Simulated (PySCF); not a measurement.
Compound: cyclopropyl isocyanate, C4H5NO.
Cartesian coordinates in Å at the PBE0-D3(BJ)/def2-SVP level; atoms count from 1:
```xyz
11
C4H5NO angstrom
O      3.106   -0.628   -0.523
C      2.140   -0.336    0.075
N      1.216   -0.036    0.771
C     -0.147    0.277    0.878
C     -0.850    1.035   -0.212
C     -1.167   -0.414    0.019
H     -0.440    0.504    1.907
H     -1.581    1.793    0.081
H     -0.260    1.292   -1.096
H     -0.795   -1.139   -0.709
H     -2.123   -0.681    0.476
```

Computed with PySCF at wB97X-D/def2-SVPD, non-relativistic, on one gas-phase PBE0-D3(BJ)/def2-SVP geometry that isn't relaxed in the solvent. The solvent is an IEF-PCM continuum (Bondi radii, 1.10 Å for H, scaled by 1.2), and excitations are vertical TDDFT with non-equilibrium linear response and a frozen core. Only the electrostatic response of the medium enters.

```
run  E − E(gas) (kcal/mol)  HOMO (eV)  HOMO–LUMO gap (eV)  dipole (D)  lowest singlet (eV)  static polarisability (au)
gas                   0.00      -9.37               11.40        3.24                 6.31                        55.2
  P                  -1.84      -9.33               11.38        3.63                 6.29                        62.3
  Q                  -3.45      -9.30               11.35        3.95                 6.28                        69.7
```

Question: The runs were made in benzene and dichloromethane. Which run belongs to which solvent?

Answer: P = benzene, Q = dichloromethane. The dielectric constants are 2.271 (benzene), 8.93 (dichloromethane), and the energy falls further as ε rises. The optical constants n² used for the excitations are 2.25, 2.03 in the same order. In this model the ground state sees the solvent through ε alone.

Question: How constant is the ratio of the lowering to (ε − 1)/(2ε + 1)?

Answer: 
```json
{"solvent": "benzene", "(ε − 1)/(2ε + 1)": "0.229", "E − E(gas) (kcal/mol)": "-1.84", "ratio (kcal/mol)": "-8.0", "polarisation term (kcal/mol)": "-1.98"}
{"solvent": "dichloromethane", "(ε − 1)/(2ε + 1)": "0.420", "E − E(gas) (kcal/mol)": "-3.45", "ratio (kcal/mol)": "-8.2", "polarisation term (kcal/mol)": "-3.93"}
```

The ratio changes by +2.2 % in size from benzene to dichloromethane. The polarisation term is half the interaction of the solute with the induced surface charges.

Note: wB97X-D ran without an empirical dispersion term, which enters the total energy and its gradient alone.
